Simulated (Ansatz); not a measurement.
# SiNH2Cl (SMILES N[Si]Cl) at 6 levels

Aim: a comparison of 6 runs (HF/STO-3G, HSE06/STO-3G, SVWN5/STO-3G, UPBE0/STO-3G, BCCD(T)/STO-3G, CCSD/STO-3G) of SiNH2Cl. 

Program for the calculation: Ansatz 0.2.0.

66 further runs of the same task are left out: 66 set aside as unsound or not needed.

### 1 The structure to begin with

The species is SiNH2Cl (5 atoms), meant as a singlet with charge 0. SMILES: `N[Si]Cl`. The H4–N1 distance was set to 1.514 Å, away from the relaxed value. At this shape a bond of the SMILES string is far longer than usual.

Bond lengths: N1–Si2 1.701 Å, Si2–Cl3 2.104 Å, N1–H5 1.010 Å. Angles: N1–Si2–Cl3 98.2°, Si2–N1–H5 126.0°. A long bond or contact: N1–H4 1.514 Å.

### 2 A single-point energy at HF/STO-3G (run 1)

input.yaml

```yaml
crystal:
  periodic: [false, false, false]
  atoms:
    - {symbol: N, position_ang: [0.014336, 0.105841, -0.237150]}
    - {symbol: Si, position_ang: [0.046336, -0.819359, 1.189350]}
    - {symbol: Cl, position_ang: [0.811536, -2.602059, 0.374050]}
    - {symbol: H, position_ang: [-0.473300, 1.538600, -0.227400]}
    - {symbol: H, position_ang: [0.301136, -0.206959, -1.153250]}
basis:
  gaussian: {orbitals: STO-3G}
hamiltonian: {xc: hf}
accuracy: high
```

The run is started by

```console
$ ansatz run input.yaml --threads 1 --pin off --max-ram 2610MiB --events-out events.jsonl --progress --plain --runs-dir runs
```

Log:

```text
Warning: RAYON_NUM_THREADS=1 ignored (pool sized by the plan → 1); use --threads N
Functional definition: HF
  name "HF"
  exchange = exact_x
  correlation = 0
455 factors; integrals over basis functions are off by at most 1.6e-8 eV
mean field evaluation 1: about -21632.1272 eV, gradient 1.7e1 eV
mean field evaluation 2: about -21632.1831 eV, gradient 1.7e1 eV
mean field evaluation 4: about -21633.4609 eV, gradient 1.6e0 eV
mean field evaluation 8: about -21633.4782 eV, gradient 2.2e-4 eV
mean field -21633.47824744 eV, -795.0156618953 hartree, gradient 2.4e-8 eV, S^2 0.000000; 0 other end points of the search recorded, 0 dependent functions left out
reference -21633.47824744 eV, -795.0156618953 hartree; 20, 20 occupied and 5, 5 virtual orbitals, 455 factors
Total energy: -21633.47824744 eV, -795.0156618953 hartree
```

It took 0.32 s on 1 thread of Arm Neoverse V1, shared host.

### 3 A single-point energy at HSE06/STO-3G (run 2)

job.yaml

```yaml
crystal:
  periodic: [false, false, false]
  atoms:
    - {symbol: N, position_ang: [0.014336, 0.105841, -0.237150]}
    - {symbol: Si, position_ang: [0.046336, -0.819359, 1.189350]}
    - {symbol: Cl, position_ang: [0.811536, -2.602059, 0.374050]}
    - {symbol: H, position_ang: [-0.473300, 1.538600, -0.227400]}
    - {symbol: H, position_ang: [0.301136, -0.206959, -1.153250]}
basis:
  gaussian: {orbitals: STO-3G}
hamiltonian: {xc: hse06}
accuracy: high
```

The run is started by

```console
$ ansatz run job.yaml --threads 1 --pin off --max-ram 2610MiB --events-out events.jsonl --progress --plain --runs-dir runs
```

Log:

```text
Warning: RAYON_NUM_THREADS=1 ignored (pool sized by the plan → 1); use --threads N
Functional definition: HSE06
  name "HSE06"
  parameter a = 0.25
  parameter omega = 0.11/bohr
  exchange = pbe_x - a*pbe_x_sr(omega) + a*exact_x_sr(omega)
  correlation = pbe_c
455 factors; integrals over basis functions are off by at most 1.6e-8 eV
65 factors; integrals over basis functions are off by at most 1.6e-9 eV
mean field evaluation 1: about -21662.8708 eV, gradient 2.3e1 eV
mean field evaluation 2: about -21655.0803 eV, gradient 5.7e1 eV
mean field evaluation 4: about -21664.9334 eV, gradient 1.2e0 eV
mean field evaluation 8: about -21664.9083 eV, gradient 1.3e-2 eV
mean field evaluation 16: about -21664.9083 eV, gradient 9.2e-8 eV
mean field -21664.90834459 eV, -796.1706966616 hartree, gradient 9.2e-8 eV, S^2 0.000000; 0 other end points of the search recorded, 0 dependent functions left out
reference -21664.90834658 eV, -796.1706967344 hartree; 20, 20 occupied and 5, 5 virtual orbitals, 455 factors
Total energy: -21664.90834658 eV, -796.1706967344 hartree
```

Wall time 1.7 s (1 thread of Arm Neoverse V1, shared host); peak memory 0.1 GiB.

### 4 A single-point energy at SVWN5/STO-3G (run 3)

input.yaml

```yaml
crystal:
  periodic: [false, false, false]
  atoms:
    - symbol: "N"
      position_ang: [0.014336, 0.105841, -0.237150]
    - symbol: Si
      position_ang: [0.046336, -0.819359, 1.189350]
    - symbol: Cl
      position_ang: [0.811536, -2.602059, 0.374050]
    - symbol: H
      position_ang: [-0.473300, 1.538600, -0.227400]
    - symbol: H
      position_ang: [0.301136, -0.206959, -1.153250]
basis:
  gaussian:
    orbitals: STO-3G
hamiltonian:
  xc: {name: SVWN5}
accuracy: high
```

The run is started by

```console
$ ansatz run input.yaml --threads 1 --pin off --max-ram 2610MiB --events-out events.jsonl --progress --plain --runs-dir runs
```

Log:

```text
Warning: RAYON_NUM_THREADS=1 ignored (pool sized by the plan → 1); use --threads N
Functional definition: SVWN5
  name "SVWN5"
  exchange = slater_x
  correlation = vwn5_c
455 factors; integrals over basis functions are off by at most 1.6e-8 eV
mean field evaluation 1: about -21585.0579 eV, gradient 2.6e1 eV
mean field evaluation 2: about -21561.5575 eV, gradient 9.0e1 eV
mean field evaluation 4: about -21587.7015 eV, gradient 2.2e0 eV
mean field evaluation 8: about -21587.6668 eV, gradient 9.0e-2 eV
mean field evaluation 16: about -21587.6668 eV, gradient 2.8e-7 eV
mean field -21587.66681570 eV, -793.3321228309 hartree, gradient 1.3e-8 eV, S^2 0.000000; 0 other end points of the search recorded, 0 dependent functions left out
reference -21587.66681762 eV, -793.3321229014 hartree; 20, 20 occupied and 5, 5 virtual orbitals, 455 factors
Total energy: -21587.66681762 eV, -793.3321229014 hartree
```

It took 0.95 s on 1 thread of Arm Neoverse V1, shared host; peak memory 0.096 GiB.

Runs 4 to 5 aren't shown in full; the table further down has their settings and results.

### 5 The energy at CCSD/STO-3G (run 6)

molecule.yaml

```yaml
crystal:
  periodic: [false, false, false]
  atoms:
    - {symbol: N, position_ang: [0.014336, 0.105841, -0.237150]}
    - {symbol: Si, position_ang: [0.046336, -0.819359, 1.189350]}
    - {symbol: Cl, position_ang: [0.811536, -2.602059, 0.374050]}
    - {symbol: H, position_ang: [-0.473300, 1.538600, -0.227400]}
    - {symbol: H, position_ang: [0.301136, -0.206959, -1.153250]}
basis:
  gaussian:
    orbitals: STO-3G
correlation:
  method: ccsd
  frozen_orbitals: {Cl: 5, H: 0, "N": 1, Si: 5}
accuracy: high
scf:
  omitted_lower_state_checks: [cluster_reference, increment]
```

The run is started by

```console
$ ansatz run molecule.yaml --threads 1 --pin off --max-ram 2610MiB --events-out events.jsonl --progress --plain --runs-dir runs
```

Log:

```text
Warning: RAYON_NUM_THREADS=1 ignored (pool sized by the plan → 1); use --threads N
[... 4 set-up lines as earlier in the session ...]
these checks for a lower state are left out or cut short: cluster_reference, increment
455 factors; integrals over basis functions are off by at most 1.6e-8 eV
mean field evaluation 1: about -21632.1272 eV, gradient 1.7e1 eV
mean field evaluation 2: about -21632.1831 eV, gradient 1.7e1 eV
mean field evaluation 4: about -21633.4609 eV, gradient 1.6e0 eV
mean field evaluation 8: about -21633.4782 eV, gradient 2.2e-4 eV
mean field -21633.47824744 eV, -795.0156618953 hartree, gradient 2.4e-8 eV, S^2 0.000000; 0 other end points of the search recorded, 0 dependent functions left out; unrestricted orbitals would lower it
11 core orbitals not correlated: weight in the atoms' cores, before any rotation towards them, 1.000 or more for the frozen orbitals, at most 0.000 for the correlated occupied ones
reference -21633.47824744 eV, -795.0156618953 hartree; 9, 9 occupied and 5, 5 virtual orbitals, 455 factors
second order -2.97251951 eV of doubles, -0.00000000 eV of singles
cycle   1  -3.40901821 eV  change   -4.4e-1 eV  update   1.1e-1
cycle   2  -3.74915341 eV  change   -3.4e-1 eV  update   4.0e-2
cycle   3  -3.87494499 eV  change   -1.3e-1 eV  update   2.2e-2
cycle   4  -3.87958508 eV  change   -4.6e-3 eV  update   6.1e-3
cycle   5  -3.87999115 eV  change   -4.1e-4 eV  update   2.2e-3
cycle   6  -3.87974718 eV  change    2.4e-4 eV  update   8.0e-4
cycle   7  -3.87937506 eV  change    3.7e-4 eV  update   2.2e-4
cycle   8  -3.87930883 eV  change    6.6e-5 eV  update   8.9e-5
cycle   9  -3.87935240 eV  change   -4.4e-5 eV  update   4.2e-5
cycle  10  -3.87933373 eV  change    1.9e-5 eV  update   1.8e-5
cycle  11  -3.87933221 eV  change    1.5e-6 eV  update   7.1e-6
cycle  12  -3.87933276 eV  change   -5.5e-7 eV  update   2.7e-6
cycle  13  -3.87933639 eV  change   -3.6e-6 eV  update   1.0e-6
cycle  14  -3.87933754 eV  change   -1.2e-6 eV  update   2.3e-7
cycle  15  -3.87933766 eV  change   -1.2e-7 eV  update   7.4e-8
cycle  16  -3.87933767 eV  change   -8.0e-9 eV  update   3.7e-8
cycle  17  -3.87933609 eV  change    1.6e-6 eV  update   2.4e-7
cycle  18  -3.87933552 eV  change    5.7e-7 eV  update   9.8e-8
cycle  19  -3.87933540 eV  change    1.2e-7 eV  update   3.2e-8
cycle  20  -3.87933538 eV  change    2.0e-8 eV  update   1.1e-8
cycle  21  -3.87933538 eV  change   6.1e-10 eV  update   4.1e-9
cycle  22  -3.87933538 eV  change   -1.5e-9 eV  update   1.4e-9
cycle  23  -3.87933538 eV  change  -3.5e-10 eV  update  5.3e-10
Total energy: -21637.35758282 eV, -795.1582248410 hartree
Checks for a lower state left out: cluster_reference, increment
```

It took 0.4 s on 1 thread of Arm Neoverse V1, shared host.

### 6 Overview of the runs

```csv
run,level,frozen core orbitals,energy (Eh),wall time
1,HF/STO-3G,–,-795.015662,0.32 s
2,HSE06/STO-3G,–,-796.170697,1.7 s
3,SVWN5/STO-3G,–,-793.332123,0.95 s
4,UPBE0/STO-3G,–,-796.186616,2.4 s
5,BCCD(T)/STO-3G,11,-795.162780,0.3 s
6,CCSD/STO-3G,11,-795.158225,0.4 s
```

### 7 Results

| quantity | value |
| --- | --- |
| run 6: total energy | -795.15822 Eh |
| run 6: correlation energy (11 core orbitals frozen) | -142.6 mEh |
| run 6: T1 diagnostic | 0.023 |

In words: Below the HF energy at the same shape and in the same basis (STO-3G): BCCD(T) -147.1 mEh; CCSD -142.6 mEh. Totals of different functionals can't be ranked against each other. In runs 5, 6 the log says that unrestricted orbitals would lower the reference, so the values rest on an unstable closed-shell determinant (other closed-shell runs at this shape may share the fault). In runs 1, 2, 3, 4, 5, 6 the basis is minimal, so the values are rough. All runs together took 6.1 s, the longest 2.4 s.
